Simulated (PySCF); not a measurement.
# A workflow on AlClHO (SMILES [O][AlH][Cl])

Aim: a transition-state search (UHF-D3(BJ)/DZP-DKH), then the harmonic vibrations, then a reaction path (UHF-D3(BJ)/DZP-DKH), then a single-point energy (UHF-D3(BJ)/DZP-DKH), then a single-point energy (UCCSD(T)/6-31G), then the energy of AlClHO. 

The calculation is run with PySCF 2.14.0.

### Step 1. The system as given

AlClHO has 4 atoms, charge 0, and is taken as a doublet. As SMILES, `[O][AlH][Cl]`. The run starts from this shape.

Bond lengths: O1–Al2 1.729 Å, Al2–Cl3 2.081 Å. Angles: O1–Al2–Cl3 116.2°.

### Step 2. A transition-state search at UHF-D3(BJ)/DZP-DKH (sfX2C, max memory mb 1860) (run 1)

start.xyz

```xyz
4
AlClHO
O      0.290600    -1.035900     1.350600
Al     0.118400     0.049000     0.015600
Cl    -1.573200    -0.210600    -1.168800
H      1.634294     0.254622     1.106601
```

calc.py

```python
from pyscf import gto, scf
from pyscf.geomopt.geometric_solver import kernel as optimise

mol = gto.Mole()
mol.atom = 'start.xyz'
mol.spin = 1
mol.basis = 'dzp-dkh'
mol.max_memory = 1860
mol.verbose = 3
mol.build()

myscf = scf.UHF(mol)
myscf = myscf.sfx2c1e()
myscf.disp = 'd3bj'
converged, mol_eq = optimise(myscf, maxsteps=60, transition=True, hessian=True)
print('converged:', converged)
print(mol_eq.tostring())

myscf.reset(mol_eq)
mol = mol_eq
myscf.kernel()
e_final = myscf.e_tot
print('E(%s) = %.9f' % ('HF', e_final))
```

The run is started by

```console
$ OMP_NUM_THREADS=1 python calc.py
```

What it wrote:

```text
converged SCF energy = -778.78939769773  <S^2> = 0.98595444  2S+1 = 2.2234698

WARN: DFTD3 does not support analytical Hessian, using finite difference

WARN: Mole.unit (angstrom) is changed to Bohr

[... 27 lines left out ...]
> Will converge when all 5 criteria are reached:
[... 77 lines left out ...]
converged SCF energy = -778.787396646401  <S^2> = 1.0625739  2S+1 = 2.2913523
[... 200 lines left out ...]
converged SCF energy = -778.783180916913  <S^2> = 1.3149315  2S+1 = 2.5019445
[... 199 lines left out ...]
converged SCF energy = -778.793896667219  <S^2> = 0.94678995  2S+1 = 2.1879579
[... 173 lines left out ...]
Converged! =D
[... 1 line left out ...]
converged: True
O           0.52554427       -0.95040176        1.46133503
Al          0.06430232       -0.05309835        0.08046423
Cl         -1.53879910       -0.09775687       -1.26217843
H           1.41927932        0.15792033        1.02595272

converged SCF energy = -778.792712906257  <S^2> = 0.87966111  2S+1 = 2.1257103
E(HF) = -778.792712906
```

Wall time 1.7 min (1 thread of Arm Neoverse V1, shared host); peak memory 0.22 GiB.

The path in brief:

```
step  energy from the first frame kept (eV)  largest force (eV/Å)
   0                                 0.0000                1.6546
   2                                 0.0545                1.1960
   4                                 0.1413                0.8043
   6                                 0.2057                0.7469
   8                                 0.2453                1.0185
  10                                 0.2580                0.9397
  12                                 0.1692                1.3572
  14                                 0.0527                1.5045
  16                                 0.0803                0.8834
  18                                 0.0633                0.5834
  20                                 0.0096                0.9967
  22                                -0.1224                1.6381
  24                                -0.1166                1.4137
  26                                -0.0971                0.7775
  28                                -0.0902                0.0262
  30                                -0.0902                0.0013
```

After the run. Bond lengths: O1–Al2 1.710 Å, Al2–Cl3 2.092 Å, Al2–H4 1.666 Å. Angles: O1–Al2–Cl3 135.5°, O1–Al2–H4 52.3°, Cl3–Al2–H4 172.1°.

### Step 3. The harmonic vibrations at UHF-D3(BJ)/DZP-DKH (sfX2C, max memory mb 1860) (run 2)

start.xyz

```xyz
4
AlClHO
O      1.066583    -0.699336     1.689960
Al     0.605341     0.197968     0.309089
Cl    -0.997760     0.153309    -1.033553
H      1.960318     0.408986     1.254578
```

run.py

```python
# [O][AlH][Cl]
import numpy
from pyscf import gto, scf, symm
from pyscf.hessian import thermo

mol = gto.M(
    atom='start.xyz',
    max_memory=1860,
    charge=0,
    spin=1,
    verbose=4,
    basis='dzp-dkh',
)

mf = scf.UHF(mol)
mf = mf.sfx2c1e()
mf.disp = 'd3bj'
mf.kernel()

e_tot = mf.e_tot
print('E(%s) = %.9f' % ('HF', e_tot))
hess = mf.Hessian().kernel()
modes = thermo.harmonic_analysis(mol, hess)
print('frequencies (1/cm)', numpy.round(modes['freq_wavenumber'], 1))
symm.geom.TOLERANCE = 1e-3  # for the symmetry number
th = thermo.thermo(mf, modes['freq_au'], 1200, 101325)
thermo.dump_thermo(mol, th)
```

The run is started by

```console
$ OMP_NUM_THREADS=1 python run.py
```

What it wrote:

```text
PySCF version 2.14.0

[... 118 lines left out ...]
converged SCF energy = -778.792712906399  <S^2> = 0.87966136  2S+1 = 2.1257106
[... 4 lines left out ...]
WARN: DFTD3 does not support analytical Hessian, using finite difference
[... 1 line left out ...]
WARN: Mole.unit (angstrom) is changed to Bohr
[... 137 lines left out ...]
Gibbs free energy [Eh] -778.92916
```

Run time: 25 s. Hardware: 1 thread of Arm Neoverse V1, shared host; peak memory 0.21 GiB.

### Step 4. The intrinsic reaction coordinate at UHF-D3(BJ)/DZP-DKH (sfX2C, max memory mb 1860, path step 0.3 bohr*amu^0.5) (run 3)

mol.xyz

```xyz
4
AlClHO
O      0.525544    -0.950402     1.461335
Al     0.064302    -0.053098     0.080464
Cl    -1.538799    -0.097757    -1.262178
H      1.419279     0.157920     1.025953
```

job.py

```python
import numpy
from pyscf import gto, scf
from pyscf.hessian import thermo

mol = gto.Mole()
mol.atom = 'mol.xyz'
mol.charge = 0
mol.max_memory = 1860
mol.verbose = 0
mol.basis = 'dzp-dkh'
mol.spin = 1
mol.build()

hf = scf.UHF(mol)
hf = hf.sfx2c1e()
hf.disp = 'd3bj'
hf.kernel()
modes = thermo.harmonic_analysis(mol, hf.Hessian().kernel())
print('lowest modes (1/cm)', numpy.round(modes['freq_wavenumber'][:3], 1))
w = numpy.sqrt(mol.atom_mass_list(isotope_avg=True))[:, None]
mode = modes['norm_mode'][0] * w
mode /= numpy.linalg.norm(mode)
scanner = hf.nuc_grad_method().as_scanner()
x_ts, e_ts, ds = mol.atom_coords() * w, hf.e_tot, 0.3  # mass-weighted, bohr amu^1/2
path = []
for sign in (1, -1):
    x, e_old = x_ts + sign * ds * mode, e_ts
    for k in range(1, 21):
        e, g = scanner(mol.set_geom_(x / w, unit='bohr', inplace=False))
        if e > e_old:
            break
        path.append((sign * k * ds, e, x / w, g))
        d1 = -g / w / numpy.linalg.norm(g / w)
        g2 = scanner(mol.set_geom_((x + 0.5 * ds * d1) / w, unit='bohr', inplace=False))[1] / w  # midpoint rule
        x, e_old = x - ds * g2 / numpy.linalg.norm(g2), e
path.sort(key=lambda p: p[0])
print('s (bohr amu^1/2)   E - E(TS) (kcal/mol)')
for s, e, x, g in path:
    print('%7.2f %10.3f' % (s, (e - e_ts) * 627.5095))
for s, e, x, g in (path[0], path[-1]):
    print('end at s = %.2f' % s)
    print(mol.set_geom_(x, unit='bohr', inplace=False).tostring())
```

The run is started by

```console
$ OMP_NUM_THREADS=1 python job.py
```

What it wrote:

```text
lowest modes (1/cm) [  0. +1894.9j 184.    +0.j  330.3   +0.j ]
s (bohr amu^1/2)   E - E(TS) (kcal/mol)
  -2.40    -40.247
  -2.10    -37.731
  -1.80    -34.115
  -1.50    -29.444
  -1.20    -23.707
  -0.90    -16.989
  -0.60     -9.692
  -0.30     -3.075
   0.30     -4.472
   0.60    -18.882
   0.90    -36.987
   1.20    -48.681
   1.50    -53.451
   1.80    -54.303
   2.10    -61.431
end at s = -2.40
O           0.47597076       -1.01084237        1.48435304
Al          0.08825109       -0.04485333        0.09224172
Cl         -1.53120260       -0.09781587       -1.25552022
H           1.29789656        0.89861314        0.11120606
end at s = 2.10
O           0.55376526       -0.91622192        1.44847998
Al          0.05928162       -0.04375054        0.06589205
Cl         -1.54575042       -0.10132964       -1.26430764
H           1.35020530       -0.50914941        1.69493785
```

Run time: 1.7 min. Hardware: 1 thread of Arm Neoverse V1, shared host; peak memory 0.21 GiB.

Steps, from the record of the run:

```
step  energy from the first frame kept (eV)  largest force (eV/Å)
   0                                 0.0000                0.7783
   1                                 0.1091                0.9932
   2                                 0.2659                1.2260
   3                                 0.4684                1.4652
   4                                 0.7172                1.6950
   5                                 1.0085                1.8829
   6                                 1.3250                1.9287
   7                                 1.6119                1.4498
   8                                 1.5513                2.5584
   9                                 0.9265                4.9622
  10                                 0.1413                4.1653
  11                                -0.3657                2.3402
  12                                -0.5726                3.2527
  13                                -0.6095                4.3848
  14                                -0.9186                1.8843
```

### Step 5. A single-point energy at UHF-D3(BJ)/DZP-DKH (sfX2C, max memory mb 1860) (run 4)

geometry.xyz

```xyz
4
AlClHO
O      0.290600    -1.035900     1.350600
Al     0.118400     0.049000     0.015600
Cl    -1.573200    -0.210600    -1.168800
H      1.219700     1.137300    -0.217800
```

run.py

```python
from pyscf import gto

mol = gto.M(
    atom='geometry.xyz',
    verbose=4,
    max_memory=1860,
    charge=0,
    basis='dzp-dkh',
    spin=1,
)

mf = mol.UHF()
mf = mf.x2c()
mf.disp = 'd3bj'
mf.kernel()

e_final = mf.e_tot
print('Final energy', e_final)
```

The run is started by

```console
$ OMP_NUM_THREADS=1 python run.py
```

What it wrote:

```text
PySCF version 2.14.0

[... 118 lines left out ...]
converged SCF energy = -778.864346103296  <S^2> = 0.75687092  2S+1 = 2.0068592
Final energy -778.8643461032962
```

Run time: 1.6 s. Hardware: 1 thread of Arm Neoverse V1, shared host; peak memory 0.15 GiB.

### Step 6. A single-point energy at UCCSD(T)/6-31G (max memory mb 1860) (run 5)

run.py

```python
from pyscf import gto, cc

molecule = gto.M(
    atom=[
    ('O', (0.525544, -0.950402, 1.461335)),
    ('Al', (0.064302, -0.053098, 0.080464)),
    ('Cl', (-1.538799, -0.097757, -1.262178)),
    ('H', (1.419279, 0.157920, 1.025953)),
],
    spin=1,
    basis='6-31g',
    max_memory=1860,
    verbose=4,
    cart=True,
)

calc0 = molecule.UHF()
calc0 = calc0.newton()
calc0.kernel()

mycc = cc.CCSD(calc0, frozen=11)
mycc.kernel()
e_t = mycc.ccsd_t()
etot = mycc.e_tot + e_t
print('E = %.10f Eh' % etot)
```

The run is started by

```console
$ OMP_NUM_THREADS=1 python run.py
```

What it wrote:

```text
PySCF version 2.14.0

[... 65 lines left out ...]
converged SCF energy = -776.740244912461  <S^2> = 0.8863903  2S+1 = 2.1320322
[... 12 lines left out ...]
Init t2, MP2 energy = -0.184354443937903
[... 21 lines left out ...]
UCCSD converged
[... 2 lines left out ...]
E = -776.9592303896 Eh
```

Wall time 2.4 s (1 thread of Arm Neoverse V1, shared host); peak memory 0.14 GiB.

### Step 7. A single-point energy at UCCSD(T)/6-31G (max memory mb 1860) (run 6)

calc.py

```python
from pyscf import gto, scf, cc

molecule = gto.M(
    atom=[
    ('O', (0.290600, -1.035900, 1.350600)),
    ('Al', (0.118400, 0.049000, 0.015600)),
    ('Cl', (-1.573200, -0.210600, -1.168800)),
    ('H', (1.219700, 1.137300, -0.217800)),
],
    cart=True,
    basis='6-31g',
    max_memory=1860,
    verbose=4,
    spin=1,
    charge=0,
)

myscf = scf.UHF(molecule)
myscf = myscf.newton()
myscf.kernel()

mycc = cc.CCSD(myscf, frozen=11)
mycc.kernel()
e_t = mycc.ccsd_t()
energy = mycc.e_tot + e_t
print('E(%s) = %.9f' % ('CCSD(T)', energy))
```

The run is started by

```console
$ OMP_NUM_THREADS=1 python calc.py
```

What it wrote:

```text
PySCF version 2.14.0

[... 64 lines left out ...]
converged SCF energy = -776.816835183672  <S^2> = 0.75575994  2S+1 = 2.0057517
[... 12 lines left out ...]
Init t2, MP2 energy = -0.159459197792611
[... 24 lines left out ...]
UCCSD converged
[... 2 lines left out ...]
E(CCSD(T)) = -776.999343085
```

Run time: 2.5 s. Hardware: 1 thread of Arm Neoverse V1, shared host; peak memory 0.14 GiB.

### Step 8. Outcome

| quantity | value |
| --- | --- |
| run 1, UHF-D3(BJ)/DZP-DKH: total energy at the end | -778.79271 Eh |
| run 1, UHF-D3(BJ)/DZP-DKH: dipole moment | 2.04 D |
| run 1, UHF-D3(BJ)/DZP-DKH: HOMO energy (highest over α and β) | -9.65 eV |
| run 1, UHF-D3(BJ)/DZP-DKH: LUMO energy (lowest over α and β) | 0.76 eV |
| run 1, UHF-D3(BJ)/DZP-DKH: dispersion energy | -56.91 kJ/mol |
| run 1, UHF-D3(BJ)/DZP-DKH: ⟨S²⟩ | 0.880 |
| run 2, UHF-D3(BJ)/DZP-DKH: lowest harmonic wavenumber | 1895i cm⁻¹ (imaginary) |
| run 2, UHF-D3(BJ)/DZP-DKH: highest harmonic wavenumber | 1686 cm⁻¹ |
| run 3, UHF-D3(BJ)/DZP-DKH: energy at the saddle point | -778.79271 Eh |
| run 4, UHF-D3(BJ)/DZP-DKH: total energy | -778.86435 Eh |
| run 4, UHF-D3(BJ)/DZP-DKH: dipole moment | 1.69 D |
| run 4, UHF-D3(BJ)/DZP-DKH: HOMO energy (highest over α and β) | -12.70 eV |
| run 4, UHF-D3(BJ)/DZP-DKH: LUMO energy (lowest over α and β) | 1.46 eV |
| run 4, UHF-D3(BJ)/DZP-DKH: dispersion energy | -54.78 kJ/mol |
| run 4, UHF-D3(BJ)/DZP-DKH: ⟨S²⟩ | 0.757 |
| run 5, UCCSD(T)/6-31G: total energy | -776.95923 Eh |
| run 5, UCCSD(T)/6-31G: dipole moment (Hartree–Fock density) | 2.09 D |
| run 5, UCCSD(T)/6-31G: HOMO energy (Hartree–Fock orbitals) (highest over α and β) | -9.90 eV |
| run 5, UCCSD(T)/6-31G: LUMO energy (Hartree–Fock orbitals) (lowest over α and β) | 0.20 eV |
| run 5, UCCSD(T)/6-31G: correlation energy (11 core orbitals frozen) | -219.0 mEh |
| run 5, UCCSD(T)/6-31G: (T) correction | -6.58 mEh |
| run 5, UCCSD(T)/6-31G: ⟨S²⟩ | 0.886 |
| run 5, UCCSD(T)/6-31G: T1 diagnostic | 0.043 |
| run 6, UCCSD(T)/6-31G: total energy | -776.99934 Eh |
| run 6, UCCSD(T)/6-31G: dipole moment (Hartree–Fock density) | 2.44 D |
| run 6, UCCSD(T)/6-31G: HOMO energy (Hartree–Fock orbitals) (highest over α and β) | -12.75 eV |

⟨S²⟩ (run 1, UHF-D3(BJ)/DZP-DKH) is 0.88 where a pure doublet has 0.75: the reference is spin-contaminated. ⟨S²⟩ (run 2, UHF-D3(BJ)/DZP-DKH) is 0.88 where a pure doublet has 0.75: the reference is spin-contaminated. 1 mode is imaginary (lowest 1895i cm⁻¹): a first-order saddle point. Mulliken charges (run 2, UHF-D3(BJ)/DZP-DKH) run from -0.52 on O1 to +0.69 on Al2. ⟨S²⟩ (run 5, UCCSD(T)/6-31G) is 0.89 where a pure doublet has 0.75: the reference is spin-contaminated. Mulliken charges (run 5, UCCSD(T)/6-31G) of the mean-field density run from -0.64 on O1 to +0.98 on Al2; they depend strongly on the basis.
